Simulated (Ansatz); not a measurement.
## Ansatz (development build ahead of 0.2.0) run

```yaml
crystal:
  periodic: [false, false, false]
  atoms:
    - { symbol: S, position_ang: [0.0, 0.0, -0.08602] }
    - { symbol: H, position_ang: [0.0, 0.0, 1.37629] }
basis:
  gaussian: { orbitals: cc-pVTZ }
magnetization:
  spin_polarized: true
  initial_magnetization: 1
hamiltonian:
  xc: hf
correlation:
  method: mp2
  frozen_orbitals: { H: 0, S: 5 }
```

The input is written out in the form of the current development build from the run's settings.

Output:

- Converged: yes
- Reference energy: -398.09790 hartree
- Correlation energy: -0.15218 hartree
- Total energy: -398.25008 hartree
- Spin squared of the determinant: 0.763
